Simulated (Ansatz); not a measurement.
# SiC+ (doublet): wave-function methods side by side at distance Si1–C2 = 2.891 Å, cc-pVDZ

Aim: climb from Hartree-Fock through coupled cluster and multireference methods for SiC+ (doublet) at one geometry and basis, and see what each rung misses.

Computed with Ansatz 0.2.0, Gaussian basis. Level: cc-pVDZ, core rule «outside noble gas», up to 6 orbitals frozen.

To be run: UHF; CCSD(T) on ROHF; CCSD(T) on UHF; BCCD(T) on ROHF; CISD; CCSDT(Q) on ROHF; CCSDT(Q) on UHF; CASSCF and MRCISD+Q, 3 electrons in 3 orbitals; CASSCF and NEVPT2, 3 electrons in 3 orbitals; CASSCF and MRCISD+Q, 7 electrons in 8 orbitals; CASSCF and NEVPT2, 7 electrons in 8 orbitals; Full CI.

22 further runs of the same task are left out: 2 for a known fault of the program, 15 that didn't finish, 5 set aside as unsound or not needed.

## (1) The system

The geometry derives from a PBE0/def2-TZVP stationary point (not a proven minimum). One bond is set to the value named and the two fragments are kept rigid.

2 atoms, charge 1, spin multiplicity 2.

Atoms are counted from 1 here; the program's logs count them from 0.

No contacts short enough for the rule that draws bonds.

## (2) UHF

The input, in.yaml:

```yaml
crystal:
  periodic: [false, false, false]
  atoms:
    - {symbol: Si, position_ang: [0.000000, 0.000000, 0.000000]}
    - {symbol: C, position_ang: [0.000000, 0.000000, 2.891000]}
basis:
  gaussian: {orbitals: cc-pVDZ}
total_charge: 1
magnetization: {spin_polarized: true, initial_magnetization: 1}
hamiltonian: {xc: hf}
output: {orbitals: {seedname: orbitals}}
```

Run with:

```
$ ansatz run in.yaml --threads 1 --pin off --events-out ev --progress --plain --max-ram 2393MiB
```

After this run come: CCSD(T) on ROHF; CCSD(T) on UHF; BCCD(T) on ROHF; CISD; CCSDT(Q) on ROHF; CCSDT(Q) on UHF; CASSCF and MRCISD+Q, 3 electrons in 3 orbitals; CASSCF and NEVPT2, 3 electrons in 3 orbitals; CASSCF and MRCISD+Q, 7 electrons in 8 orbitals; CASSCF and NEVPT2, 7 electrons in 8 orbitals; Full CI.

**Question.** What will the summary of the whole plan be? Wanted: FCI below the RHF energy; RMP2 from FCI; UMP2 from FCI; RCCSD from FCI; RCCSD(T) from FCI; UCCSD(T) from FCI; RCCSDT(Q) from FCI; UCCSDT(Q) from FCI; NEVPT2 pair from FCI.

The runs gave:

| quantity | value |
| --- | --- |
| FCI below the RHF energy | -5.4618 eV |
| RMP2 from FCI | +1889.2 meV |
| UMP2 from FCI | +1335.9 meV |
| RCCSD from FCI | +358.5 meV |
| RCCSD(T) from FCI | +98.4 meV |
| UCCSD(T) from FCI | +169.8 meV |
| RCCSDT(Q) from FCI | +1.1 meV |
| UCCSDT(Q) from FCI | -63.7 meV |
| NEVPT2 pair from FCI | +1188.1 meV |
| NEVPT2 valence from FCI | +693.6 meV |
| MRCISD+Q valence from FCI | +25.9 meV |
| levels within 1 kcal/mol (43 meV) | RCCSDT, UCCSDT, RCCSDT(Q), MRCISD+Q valence |
| T1 diagnostic | 0.071 |
| effectively unpaired electrons | 1.68 |

RCCSD(T) misses by +98.4 meV, 1.8 % of the correlation energy. CCSD(T) misses by +98.4 meV on the restricted determinant and by +169.8 meV on the unrestricted one; the two need not hold the same state or core. UCCSDT(Q) falls below full CI: unrestricted runs freeze a spin-polarised core, another one than full CI's, and coupled cluster isn't variational. The occupations show some static correlation. Of the multireference levels listed MRCISD+Q valence comes nearest in total energy (+25.9 meV), which doesn't show that its space is the better one. These misses are within one basis, not against nature; the frozen cores of restricted and unrestricted runs differ, which can shift their rows.
